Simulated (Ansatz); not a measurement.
# How the equilibrium lattice constant a of Y (model structure, started from the simple cubic type, Pm-3m, No. 221, 1 atom in the cell) moves with the method

No measured value is used here.

| level (code) | value (Å) |
|---|---|
| PBE (Ansatz) | [?] |
| PBEsol (Ansatz) | 3.197 |
| PBE-D3(BJ) (Ansatz) | 3.205 |
| r²SCAN (Ansatz) | 3.261 |

### Question
Fill in the missing entries.

### Answer

- PBE (Ansatz, a quantum-chemistry and plane-wave program), value (Å): 3.268

The crystal itself was run without spin with PBE, PBEsol, PBE-D3(BJ), r²SCAN; a magnetic state was not tried in these runs. Ansatz's density-functional and Hartree–Fock values are scalar-relativistic unless marked +SOC, with PAW data made under PBE.

A model structure was made by putting elements into a prototype or built by hand; it is no filed structure, need not be a known phase, and can be a saddle point held by its symmetry.
